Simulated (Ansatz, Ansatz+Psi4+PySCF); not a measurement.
```xyz
3

C     0.0000    0.0000    0.1534
H     0.0000    0.8234   -0.5125
H     0.0000   -0.8234   -0.5125
```

Basis set: cc-pVTZ (spherical functions). Frozen core: 1 orbital. Charge 0, multiplicity 1.

Computed with Ansatz (development build ahead of 0.2.0); each method stands on the lowest determinant of its kind that the runs found. Restricted open shells among the atoms or ions are ROHF, correlated in semicanonical orbitals with singles.

Q: Give the atomization energy at this shape (free ground-state atoms in the same class of orbitals less the molecule, no zero-point energy) of singlet CH₂ by RHF-CCSD(T), RHF-MP2, RHF.

A:

| method | atomization energy |
| --- | --- |
| RHF-CCSD(T) | 7.56 eV |
| RHF-MP2 | 7.36 eV |
| RHF | 5.56 eV |

Caution: another spin multiplicity may lie lower.
